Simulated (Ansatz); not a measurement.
# B2H2F radical: single points off equilibrium

The task here is to estimate one member of a computed series from the others.

Method: single points in def2-TZVPP; program: Ansatz 0.2.0, Gaussian basis.

Correlated methods freeze the cores. Orbitals are unrestricted.

## Starting geometry

SMILES `B[B]F`, 5 atoms, charge 0, spin multiplicity 2.

Atoms are counted from 1 here; the program's logs count them from 0.

Bond lengths: B1–B2 1.519 Å, B1–H4 1.176 Å, B1–H5 1.159 Å, B2–F3 1.274 Å. Angles: B2–B1–H4 123.5°, B2–B1–H5 121.4°, H4–B1–H5 115.0°, B1–B2–F3 179.3°.

As a file:

```xyz
5
B2FH2
B    -0.51020    0.23850   -0.19190
B     0.80290   -0.35900    0.28490
F     1.91150   -0.85390    0.67120
H    -0.75370    1.38800   -0.14950
H    -1.37240   -0.43140   -0.58010
```

The first run:

run/in.yaml

```yaml
crystal:
  periodic: [false, false, false]
  atoms:
    - {symbol: B, position_ang: [-0.510200, 0.238500, -0.191900]}
    - {symbol: B, position_ang: [0.802900, -0.359000, 0.284900]}
    - {symbol: F, position_ang: [1.911500, -0.853900, 0.671200]}
    - {symbol: H, position_ang: [-0.753700, 1.388000, -0.149500]}
    - {symbol: H, position_ang: [-1.372400, -0.431400, -0.580100]}
basis:
  gaussian: {orbitals: def2-TZVPP}
magnetization: {spin_polarized: true, initial_magnetization: 1}
correlation: {method: ccsd_t}
scf: {omitted_lower_state_checks: [cluster_reference]}
output: {forces: true}
```

The command line of these runs was not kept.

Steps of the session up to this table: CCSD(T)/def2-TZVPP; PBE0-D4/def2-TZVPP; wB97M-V/def2-TZVPP; r2SCAN-D4/def2-TZVPP; PBE-D4/def2-TZVPP; revPBE-D4/def2-TZVPP; BLYP-D4/def2-TZVPP.

One of the session's tables, all rows but one given; the rest of the session is left out.

```
   method  RMS force component (eV/Å)  angle to CCSD(T) forces (°)  dipole (D)
  CCSD(T)                       0.543                    reference        1.54
  PBE0-D4                       0.473                         13.3        1.40
  wB97M-V                       0.451                          3.6        1.52
r2SCAN-D4                       0.432                         12.1        1.47
   PBE-D4                       0.444                         28.1        1.45
revPBE-D4                       0.488                         32.5        1.48
  BLYP-D4                           ?                            ?           ?
```

Estimate the missing values for BLYP-D4.

As computed: RMS force component (eV/Å): 0.431; angle to CCSD(T) forces (°): 30.4; dipole (D): 1.45. In the column «RMS force component (eV/Å)» it is the lowest.
